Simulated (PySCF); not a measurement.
## Working out the ionisation energy of Al

Al [Ne] 3s2 3p1 (2P) → Al+ [Ne] 3s2 (1S). Calculation: PySCF 2.14, in aug-cc-pwCVTZ (8s7p5d3f, 75 functions); the non-relativistic Hamiltonian (point nucleus). Frozen: 1s2. Energies in hartree (1 hartree = 27.21139 eV):

```json
{"part": "UHF", "Al (lower)": "-241.879246", "Al+ (upper)": "-241.673480"}
{"part": "CCSD correlation", "Al (lower)": "-0.302746", "Al+ (upper)": "-0.291399"}
{"part": "(T)", "Al (lower)": "-0.004303", "Al+ (upper)": "-0.003342"}
```

Task: What does Hartree-Fock give?

Result: (-241.673480) − (-241.879246) = 0.205766 hartree = 5.599 eV.

Task: What do CCSD and CCSD(T) give?

Result: The CCSD correlation energies differ by 0.011347 hartree = 0.309 eV and the triples by 0.000961 hartree = 0.026 eV, so CCSD gives 5.908 eV and CCSD(T) 5.934 eV.

Measured between the centres of the two terms (NIST): 5.977 eV, so CCSD(T) (valence and next inner shell) is off by -0.043 eV.

What remains against the reference includes basis incompleteness, the frozen core and higher excitations.
